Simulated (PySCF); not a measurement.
Gas-phase reaction: 3 (CH3)2SiH2 + 2 Si2H5 → 3 (CH3)2Si + 4 SiH4

Energies from PySCF (xtb for GFN2), thermal terms from the rigid-rotor harmonic-oscillator model, ideal gas at 1 bar. † marks an energy on the PBE0/def2-TZVP geometry and frequencies; other levels use their own. MP2 freezes the core. Open shells (unrestricted): Si2H5 (multiplicity 2); the rest are closed-shell singlets. GFN2 has no spin-polarisation term. B3LYP is the form with VWN-RPA correlation. Si2H5, (CH3)2Si: computed as isolated molecules; such fragments, hydroxides, amides, oligomers or adducts are transient or little studied in the gas. MP2 isn't extrapolated to the basis-set limit.

```tsv
level	ΔH°(298 K), kJ
B3LYP/def2-TZVP†	…
BLYP/def2-TZVP†	311
GFN2-xTB	154
HF/def2-TZVP†	406
M06-2X/def2-TZVP†	…
MP2/def2-SVP†	385
MP2/def2-TZVPP†	391
PBE/def2-SVP	393
PBE0/def2-QZVP†	…
PBE0/def2-TZVP	…
```

Q: Complete the blanks.

A: 
- B3LYP/def2-TZVP†, ΔH°(298 K), kJ: 344
- M06-2X/def2-TZVP†, ΔH°(298 K), kJ: 359
- PBE0/def2-QZVP†, ΔH°(298 K), kJ: 417
- PBE0/def2-TZVP, ΔH°(298 K), kJ: 420
